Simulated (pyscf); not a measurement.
Optimised with ωB97X-D3(BJ)/def2-SVP in PySCF.

Q: For HCl + Cl–InH₂ -> Cl–InH–Cl + H₂, a four-centre exchange (singlet surface; Cl–H, H–In broken, Cl–In, H–H formed), PBE/def2-TZVP gives ΔE‡ = 0.13 eV and ΔE = -0.98 eV (zero: the separated reactants). In which direction and how far do PBE0-D3(BJ)/def2-TZVP, M06-2X/def2-TZVP, ωB97M-D3(BJ)/def2-TZVP move these?

A: PBE0-D3(BJ): ΔE‡ = 0.18 eV, ΔE = -0.99 eV; M06-2X: ΔE‡ = 0.21 eV, ΔE = -1.18 eV; ωB97M-D3(BJ): ΔE‡ = 0.39 eV, ΔE = -0.95 eV. PBE's barrier lies under all of them, by 0.06 to 0.26 eV. Its reaction energy lies among theirs. On the reactant side the descent ends in an adduct with a Cl–In contact, 0.46 eV under the separated species and 0.68 eV under the saddle at ωB97X-D3(BJ)/def2-TZVP. What is counted as formed (Cl–In) is already present as a longer contact in the reactant adduct; forming that adduct is a step of its own. At ωB97X-D3(BJ)/def2-TZVP the barrier from the zero used here is 0.23 eV. One saddle was located; it need not be the lowest between these sides. Elements past Kr carry the def2 core potentials, without spin-orbit coupling.
